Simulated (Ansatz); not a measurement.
# CH₄BN (SMILES BN=C): single points off equilibrium

One table from this session's results is given with a row withheld; the runs are named, their logs left out.

The runs use Ansatz 0.2.0, Gaussian basis; single points in def2-TZVPP.

Cores are frozen in the correlated methods.

### Where the work starts

SMILES `BN=C`, 7 atoms, charge 0, spin multiplicity 1.

Atoms are counted from 1 here; the program's logs count them from 0.

Bond lengths: B1–N2 1.184 Å, B1–H4 1.164 Å, B1–H5 1.244 Å, N2–C3 1.283 Å, C3–H6 1.239 Å, C3–H7 1.245 Å. Angles: N2–B1–H4 118.9°, N2–B1–H5 121.0°, H4–B1–H5 120.1°, B1–N2–C3 171.4°, N2–C3–H6 128.4°, N2–C3–H7 124.1°, H6–C3–H7 100.0°.

As a file:

```mol
CH4BN
  3D, bonds by distance, orders not assigned

  7  6  0  0  0  0  0  0  0  0999 V2000
   -1.0031    0.3804   -0.6855 B   0  0
   -0.0658    0.0165   -0.0612 N   0  0
    0.8219   -0.4670    0.7291 C   0  0
   -2.0504   -0.0620   -0.4365 H   0  0
   -0.8774    1.2051   -1.6087 H   0  0
    1.7995   -1.1745    0.4469 H   0  0
    1.2693    0.1310    1.7251 H   0  0
  1  2  8  0
  1  4  8  0
  1  5  8  0
  2  3  8  0
  3  6  8  0
  3  7  8  0
M  END
```

The first run:

Input file run/in.yaml:

```yaml
crystal:
  periodic: [false, false, false]
  atoms:
    - {symbol: B, position_ang: [-1.003100, 0.380400, -0.685500]}
    - {symbol: N, position_ang: [-0.065800, 0.016500, -0.061200]}
    - {symbol: C, position_ang: [0.821900, -0.467000, 0.729100]}
    - {symbol: H, position_ang: [-2.050400, -0.062000, -0.436500]}
    - {symbol: H, position_ang: [-0.877400, 1.205100, -1.608700]}
    - {symbol: H, position_ang: [1.799500, -1.174500, 0.446900]}
    - {symbol: H, position_ang: [1.269300, 0.131000, 1.725100]}
basis:
  gaussian: {orbitals: def2-TZVPP}
correlation: {method: ccsd_t}
output: {forces: true}
```

The command line of these runs was not kept.

Among the steps run: CCSD(T)/def2-TZVPP; PBE0-D4/def2-TZVPP; wB97M-V/def2-TZVPP; r2SCAN-D4/def2-TZVPP; PBE-D4/def2-TZVPP; r2SCANh-D4/def2-TZVPP; BHLYP-D4/def2-TZVPP.

One of the session's tables, all rows but one given; the rest of the session is left out.

| method | RMS force component (eV/Å) | angle to CCSD(T) forces (°) | dipole (D) |
| --- | --- | --- | --- |
| CCSD(T) | 4.872 | reference | 2.28 |
| PBE0-D4 | ? | ? | ? |
| wB97M-V | 4.851 | 2.8 | 2.23 |
| r2SCAN-D4 | 4.590 | 2.2 | 1.88 |
| PBE-D4 | 4.508 | 1.3 | 1.84 |
| r2SCANh-D4 | 4.654 | 2.9 | 1.96 |
| BHLYP-D4 | 4.907 | 5.1 | 2.25 |

Estimate the missing values for PBE0-D4.

As computed: RMS force component (eV/Å): 4.700; angle to CCSD(T) forces (°): 3.2; dipole (D): 2.05. In the column «RMS force component (eV/Å)» it lies between r2SCANh-D4 (4.654) and wB97M-V (4.851).
